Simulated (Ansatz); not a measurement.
SiNH2F (SMILES N[Si]F): methods side by side

SiNH2F: 5 atoms, total charge 0, spin state singlet. As SMILES, `N[Si]F`. The coordinates come from a PBE0-D4/def2-TZVP relaxation. This is one conformer, not always the lowest.

```xyz
5

N    -0.4213    0.2401   -0.3311
Si    0.1361   -1.1336    0.5051
F     1.5654   -0.5488    1.0015
H     0.0854    1.1096   -0.4209
H    -1.3157    0.2591   -0.7960
```

Quantity: the energy change with the N1–H4 bond stretched from 1.010 to 2.526 Å, in eV. The values are calculated.

| level | kind | program | value (eV) | less FCI/STO-3G | CPU time (all runs) |
| --- | --- | --- | --- | --- | --- |
| HF/STO-3G (restricted) | Hartree–Fock | Ansatz | 10.02 | +5.19 | 0.23 s |
| PBE/STO-3G (restricted) | GGA | Ansatz | 5.97 | +1.14 | 3.2 s |
| revPBE/STO-3G (restricted) | GGA | Ansatz | 5.81 | +0.98 | 3.4 s |
| PBE0/STO-3G (restricted) | global hybrid | Ansatz | 7.19 | +2.36 | 2.3 s |
| wB97M-V/STO-3G (restricted) | range-separated hybrid | Ansatz | 7.75 | +2.92 | 44 s |
| B2PLYP/STO-3G (restricted) | double hybrid | Ansatz | 6.63 | +1.80 | 4.4 s |
| MP2/STO-3G (restricted) | perturbation theory | Ansatz | 6.58 | +1.75 | 0.31 s |
| CCSDTQ/STO-3G (restricted) | coupled cluster or CI | Ansatz | 4.83 | 0.00 | 26 s |
| FCI/STO-3G | exact in the basis | Ansatz | 4.83 | 0.00 | 47 s |

FCI/STO-3G is exact within its basis and frozen core, so for wave-function methods in that basis the difference is their error; functionals converge differently with the basis, so for them it is only a difference. Spin-restricted single references rise too steeply as a bond breaks, Hartree–Fock most of all. Perturbation and coupled-cluster corrections on them can overshoot downwards. The first shape isn't each level's own minimum. The values span 4.83 to 10.02 eV. All rows use very small basis sets, so even the best lies far from the true value. Times are those of the runs behind each value, whatever else they computed, on shared processors of several kinds: orders of magnitude only.
